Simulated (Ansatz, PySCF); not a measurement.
Wanted: the gas-phase enthalpy of formation of FC(F)(F)F [tetrafluoromethane] at 298 K. Reaction (SMILES): FC(F)(F)F [tetrafluoromethane] + 3 C (CH4) → 4 CF (CH3F) [fluoromethane]; bond separation energy.

Each molecule is optimised on its own at B3LYP-D3(BJ)/def2-TZVP (Ansatz, a first-principles code). Valence correlation only, unless marked. UHF or UKS for open shells. No spin-orbit coupling. No relativistic terms. Basis-set limits of correlation are two-point, X^-3; Hartree-Fock from the larger set. The bracket is a focal-point correction in the basis named. Thermal terms are rigid-rotor harmonic-oscillator values from B3LYP-D3(BJ) frequencies (Ansatz or PySCF) at 298.15 K and 1 atm. 1 Eh = 627.5095 kcal/mol. PBE is always shown; the other two functionals were drawn at random. The atomisation route leaves out scalar relativity and anharmonic zero-point terms, the atoms' spin-orbit terms, and in the frozen-core level the core correlation. Atomic data: G2/97 table in ASE.

Tabulated enthalpies of formation of the partners: C (CH4) -17.8 kcal/mol, ATcT 1.112; CF (CH3F) -56.5 kcal/mol, ATcT 1.112.

| level | computed ΔH of the reaction (kcal/mol) | ΔHf by atomisation and measured atoms (kcal/mol) |
|---|---|---|
| PBE/def2-TZVPD (Ansatz) | 48.8 | -249.4 |
| B3LYP-D3(BJ)/def2-TZVPD (Ansatz + dftd3) | 45.3 | -216.4 |
| PBE0-D4/def2-TZVPD (Ansatz + dftd4) | 51.2 | -225.9 |
| RI-MP2/CBS(aug-cc-pVTZ,aug-cc-pVQZ)+[CCSD(T)-MP2]/aug-cc-pVTZ (Ansatz) | 50.5 | -225.8 |

Q: Derive ΔHf from the reaction at each level, and compare how far the levels part by the two routes.

A: 
The partners sum to -172.6 kcal/mol (products minus other reactants), so ΔHf = (-172.6 - ΔH):
- PBE/def2-TZVPD: -221.4; errors +1.7 by the reaction, -26.3 by atomisation
- B3LYP-D3(BJ)/def2-TZVPD: -217.9; errors +5.2 by the reaction, +6.7 by atomisation
- PBE0-D4/def2-TZVPD: -223.8; errors -0.7 by the reaction, -2.8 by atomisation
- RI-MP2/CBS(aug-cc-pVTZ,aug-cc-pVQZ)+[CCSD(T)-MP2]/aug-cc-pVTZ: -223.1; errors +0.0 by the reaction, -2.7 by atomisation
All levels span 5.9 kcal/mol by the reaction and 33.0 by atomisation; without PBE they span 5.9 and 9.5. The errors are against the measured -223.1 kcal/mol (ATcT 1.112).
